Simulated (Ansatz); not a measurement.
Relaxation of C3H8FN (13 atoms, charge 0, multiplicity 1), to a largest force component of 0.015 eV/Å in at most 40 steps.

These are results of RKS r2SCAN-D4/def2-SVP (Ansatz 0.2.0), not measurements.

```xyz
13
Properties=species:S:1:pos:R:3:forces:R:3
C -0.982 1.200 -0.654 -1.15 3.44 -0.60
C -0.050 0.626 0.317 0.08 -0.34 1.13
C 0.112 -0.858 0.038 4.08 -0.07 1.99
N 1.150 -1.438 0.989 -4.11 -3.68 -4.22
F 0.703 -1.033 -1.191 -0.77 0.27 -0.88
H -1.154 2.329 -0.461 0.31 -1.38 -0.25
H -0.651 1.139 -1.692 0.24 -0.25 -0.21
H -1.975 0.785 -0.594 -0.78 -0.58 0.02
H -0.408 0.805 1.381 0.21 -0.41 -0.88
H 0.913 1.155 0.244 0.28 -0.33 0.00
H -0.819 -1.395 0.094 -0.79 -0.55 -0.12
H 0.632 -2.068 1.581 0.22 -0.28 0.68
H 1.481 -0.722 1.469 2.18 4.19 3.36
```

**Question.** Where does it end, and by what steps?

**Answer.** The run converged. After 18 steps the energy has fallen by 0.961 eV; H12 moved furthest, 0.62 Å.

```csv
step,energy less start (eV),largest force component (eV/Å),accepted
0,0.0000,4.221,yes
1,-0.6346,1.629,yes
2,-0.7326,0.381,yes
3,-0.7453,0.289,yes
4,-0.7521,0.228,yes
5,-0.7564,0.104,yes
6,-0.7575,0.213,yes
7,-0.7597,0.150,yes
8,-0.7606,0.059,yes
9,-0.7607,0.057,yes
10,-0.7611,0.336,yes
11,-0.7617,0.121,yes
12,-0.7651,0.381,yes
13,-0.8017,1.171,yes
14,-0.9212,0.581,yes
15,-0.9513,0.322,yes
16,-0.9580,0.209,yes
17,-0.9607,0.067,yes
18,-0.9611,0.014,yes
```

```xyz
13
Properties=species:S:1:pos:R:3
C -0.993 1.272 -0.739
C -0.144 0.685 0.380
C 0.063 -0.812 0.250
N 0.875 -1.326 1.283
F 0.620 -1.050 -1.037
H -1.101 2.361 -0.629
H -0.535 1.065 -1.717
H -2.005 0.834 -0.743
H -0.595 0.877 1.367
H 0.854 1.161 0.391
H -0.903 -1.350 0.245
H 1.028 -2.327 1.173
H 1.786 -0.866 1.296
```

Whether the end is a true minimum wasn't checked by a vibrational analysis.

Time of the run: 40 s on 2 threads of Intel(R) Xeon(R) Platinum 8488C (Sapphire Rapids) (shared host), peak memory 0.18 GiB.
